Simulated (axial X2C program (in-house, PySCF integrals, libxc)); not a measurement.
Potential curves of HCl⁻, 2c

Computed with an axial X2C code built on PySCF integrals. Two-component (2c) means X2C with spin–orbit coupling and atomic mean-field two-electron Coulomb and Gaunt terms. Basis: Cl dyall-av3z [9s8p3d2f], H dyall-av3z [7s3p2d] (cores contracted in-house); Gaussian nuclei, density fitting, unrestricted open shells. Masses: Cl 34.969 u, H 1.008 u.

State: Ω = 1/2 (⟨Sz⟩ = 0.50, ⟨Lz⟩ = 0.00 at BP86). Energies in eV from the fragments at the same level (Cl- + H). Fits are polynomials in 1 − R0/R over 0.85 to 1.23 times the lowest point R0.

```csv
R (Å),BP86,PBE0
1.1501,-0.2100,-0.2011
1.2030,-0.4952,-0.4622
1.2427,-0.6260,-0.5713
1.2823,-0.7033,-0.6241
1.3220,-0.7414,-0.6349
1.3683,-0.7510,-0.6110
1.4145,-0.7368,-0.5643
1.4740,-0.7003,-0.4926
1.5467,-0.6475,-0.4136
1.6525,-0.5804,-0.3402
```

The state is a single determinant with fixed occupations, the lowest that a limited PBE0 search found. De is counted from the lowest determinant-based energies of the atoms at the same level, without counterpoise correction. Density functionals use the spin component along the axis (collinear). The highest occupied level is positive at some bond lengths even in Hartree–Fock (under at least one Hamiltonian), so the basis set holds the extra electron there; where that holds at Re the anion is at best weakly bound and its constants depend on the basis.

(1) Fit the BP86 curve near its minimum: give the equilibrium distance, the harmonic wavenumber and the well depth.

(2) Fit the PBE0 curve near its minimum: give the equilibrium distance, the harmonic wavenumber and the well depth.

Answers

(1) At BP86, 2c: Re = 1.360 Å, ωe ≈ 1830 cm⁻¹, De = 0.75 eV to Cl- + H; Be follows as 9.3 cm⁻¹.

(2) At PBE0, 2c: Re = 1.314 Å, ωe ≈ 2370 cm⁻¹, De = 0.64 eV to Cl- + H; Be follows as 9.96 cm⁻¹.
